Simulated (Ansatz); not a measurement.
Two isomers of C7H8: A = `C1=CC=CCC=C1`, B = `Cc1ccccc1`.

Gas-phase electronic energies from Ansatz, PBE0-D4/def2-TZVP geometries. CCSD(T)/CBS is the MP2 limit (def2-TZVPP, def2-QZVPP) plus CCSD(T) − MP2 in def2-TZVPP, frozen cores. DFT in def2-TZVPP. B3LYP here is the variant with VWN-RPA as its local correlation; programs differ in this.

(1) Which isomer does CCSD(T)/CBS put lower? Give the gap. (Estimate.)

(2) Give E(B) − E(A) in kJ/mol with MP2/def2-TZVPP, CCSD/def2-TZVPP, B3LYP-D4, CCSD(T)/def2-SVP, ωB97M-V, PBE0-D4, BLYP-D4. (Best estimate.)

(3) Does the order hold for the free energy at 298.15 K (harmonic terms from PBE0-D4)? (Estimate.)

Largest T1 diagnostic: 0.011.

Answers

(1) The calculation gave: B, by 135.0 kJ/mol.

(2) The calculation gave: MP2/def2-TZVPP -149.5, CCSD/def2-TZVPP -136.2, B3LYP-D4 -141.6, CCSD(T)/def2-SVP -135.3, ωB97M-V -142.7, PBE0-D4 -144.7, BLYP-D4 -134.8. None reverses the order clearly.

(3) Ansatz gave: Yes: G(B) − G(A) = -140.7 kJ/mol. Modes under 60 cm⁻¹, often nearly free rotors, make the harmonic entropy too high.

The D4 term adds +3.2 kJ/mol with B3LYP and +1.7 kJ/mol with PBE0; it sums over pairs of atoms, weighted by their polarisabilities, and B3LYP, whose exchange is more repulsive, gets the larger term. From r2SCAN to r2SCAN0 (25 % exact exchange), in def2-TZVPP and without D4, E(B) − E(A) moves by −4.1 kJ/mol.
